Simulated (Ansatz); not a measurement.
A made-up structure of AlSiH4O (charge -1), closed shell:

```xyz
7
angstrom
O -1.8328 -0.2095 -1.0627
Si -0.1243 -0.0766 -0.9720
Al 0.9624 0.2980 1.0786
H -2.1421 -0.8628 -0.4335
H 2.0338 -0.7329 1.3943
H 2.5849 0.3971 1.0651
H 0.4085 -0.4284 2.4296
```

It is relaxed with PBE-D4/def2-SVPD and then PBE0-D4/def2-TZVPD (Ansatz 0.2.0). Atoms count as bonded within 1.22 times the sum of their covalent radii (H–H: 0.88 Å). The end point is not checked to be a true minimum.

(1) Does its bonding change? (Judge from chemistry; the calculation decides.)

Answers

(1) Computed: No: no bond forms or breaks.

Where it ends: The first stage lowers the energy by 2.67 eV in 21 steps. It ends as AlSiH₄O ([OH][Si][AlH3]), total charge -1:
```
7
angstrom
O -1.5852 -0.1922 -0.6029
Si -0.0761 -0.0438 -1.3385
Al 1.1647 -0.2341 0.8948
H -1.4617 -0.2919 0.3591
H 2.1002 -1.5686 1.0504
H 1.9857 1.1087 1.3456
H -0.2373 -0.3930 1.7908
```

Labels in which every atom is bracketed show which atoms are joined, not bond orders.

For scale, one of the runs: PBE0-D4/def2-TZVPD relaxation, 162 basis functions, launched by `ansatz run in.yaml --threads 2 --pin off --events-out ev --progress --plain --max-ram 4352MiB`. Hardware: 2 CPU threads of an Intel Xeon Platinum 8488C, shared host. Wall time about 29 s.
